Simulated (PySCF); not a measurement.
Gas-phase reaction: 3 SiF(OH)3 → Si2O2 + H2 + SiF3OH + 6 OH

Computed with PySCF (xtb for GFN2) and rigid-rotor harmonic-oscillator thermochemistry at 1 bar. † marks an energy on the PBE0/def2-TZVP geometry and frequencies; other levels use their own. MP2 freezes the core. Open shells (unrestricted): OH (multiplicity 2, electronic degeneracy 4); the rest are closed-shell singlets. GFN2 has no spin-polarisation term. Spin-orbit splitting is ignored; it lowers the true energy and changes the entropy of OH. No R ln 2 is added for the mirror-image form of SiF(OH)3. SiF(OH)3, Si2O2, SiF3OH: computed as isolated molecules; such fragments, hydroxides, amides, oligomers or adducts are transient or little studied in the gas. MP2 isn't extrapolated to the basis-set limit; its ΔH°(298 K) is 2465.1 kJ in def2-SVP and 2610.0 kJ in def2-TZVPP. The harmonic model lacks anharmonicity and excited electronic states, which grow with temperature; levels with a mode under 35 cm⁻¹ are left out. Internal rotation in SiF(OH)3, SiF3OH is treated as a harmonic vibration of one conformer, which makes the entropy rough. Warning, point group unlike the PBE0 one: SiF(OH)3 (PBE/def2-SVP).

| level | ΔE electronic, kJ | ΔH°(298 K), kJ | ΔS°(298 K), J/K | ΔG°(1600 K), kJ |
|---|---|---|---|---|
| BLYP/def2-TZVP† | 2409 | 2321 | 839 | 1000 |
| GFN2-xTB | 3298 | 3209 | 859 | 1854 |
| HF/def2-TZVP† | 1976 | 1887 | 839 | 566 |
| MP2/def2-SVP† | 2554 | 2465 | 839 | 1144 |
| PBE/def2-SVP | 2536 | 2450 | 800 | 1195 |
| PBE/def2-TZVP† | 2527 | 2439 | 839 | 1118 |
| PBE0/def2-SVP† | 2496 | 2408 | 839 | 1087 |
| r2SCAN/def2-TZVP† | 2538 | 2449 | 839 | 1129 |
| LDA/def2-TZVP† | 2986 | 2897 | 839 | 1576 |
| ωB97M-V/def2-TZVP† | 2541 | 2453 | 839 | 1132 |
ΔH° is lowest at HF/def2-TZVP† and highest at GFN2-xTB. No reference value is set beside these.
